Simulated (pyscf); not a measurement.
# Four-centre exchange: HO–Ti(Cl)(Cl)–Cl + silanol (HO–SiH₃) → HO–SiH₂–O–Ti(Cl)(Cl)–Cl + hydrogen (H₂)

Gas phase, singlet surface, charge 0. Bonds broken: O1–H6, Si8–H10. Bonds formed: O1–Si8, H6–H10. Structures and frequencies: ωB97X-D3(BJ)/def2-SVP in PySCF.

Transition state (Å):

```xyz
12

O     -0.7467    -0.2928     1.0479
Ti    -2.0265    -1.3705     0.9909
Cl    -1.2907    -3.3548     0.4271
Cl    -3.3095    -0.5165    -0.5987
Cl    -3.0602    -1.3822     2.9224
H      0.3008     0.6290     1.0381
O      0.1254     2.8099    -1.0251
Si    -0.5724     1.4788    -0.3282
H     -0.0084     3.6742    -0.6210
H      0.7593     1.3480     0.7742
H     -1.7509     1.9147     0.4348
H     -0.4453     0.4367    -1.3465
```

One imaginary mode, 845i cm⁻¹; descent along it reached the two sides named.

| bond | change | reactant side (Å) | saddle | product side |
|---|---|---|---|---|
| O1–H6 | breaks | 0.969 | 1.395 | 3.6 |
| Si8–H10 | breaks | 1.507 | 1.734 | 3.4 |
| O1–Si8 | forms | 3.4 | 2.250 | 1.694 |
| H6–H10 | forms | 1.797 | 0.893 | 0.760 |

Electronic energies relative to the separated reactants (kcal/mol):

```csv
level,barrier,reaction energy,reverse barrier
ωB97X-D3(BJ)/def2-TZVP,26.7,-30.5,57.2
PBE/def2-TZVP,24.9,-24.8,49.7
r²SCAN/def2-TZVP,25.8,-28.6,54.4
B3LYP-D3(BJ)/def2-TZVP,26.9,-29.4,56.3
PBE0-D3(BJ)/def2-TZVP,25.9,-27.0,52.9
M06-2X/def2-TZVP,28.2,-30.7,58.9
ωB97M-D3(BJ)/def2-TZVP,28.2,-27.8,56.0
HF/def2-TZVP,49.5,-23.7,73.2
```

With ωB97M-D3(BJ)/def2-TZVP energies and thermal terms (ideal gas, 1 atm, RRHO with modes under 100 cm⁻¹ raised to 100, one conformer, R ln 2 for chiral ones without a mode under 150 cm⁻¹), in kcal/mol:

| T (K) | ΔH‡ | ΔG‡ | ΔH | ΔG |
|---|---|---|---|---|
| 298 | 27.6 | 41.2 | -29.5 | -24.0 |
| 600 | 27.7 | 55.0 | -28.6 | -18.9 |
| 900 | 28.2 | 68.6 | -27.9 | -14.2 |
| 1200 | 28.9 | 81.9 | -27.3 | -9.7 |

One saddle was located; it need not be the lowest between these sides.
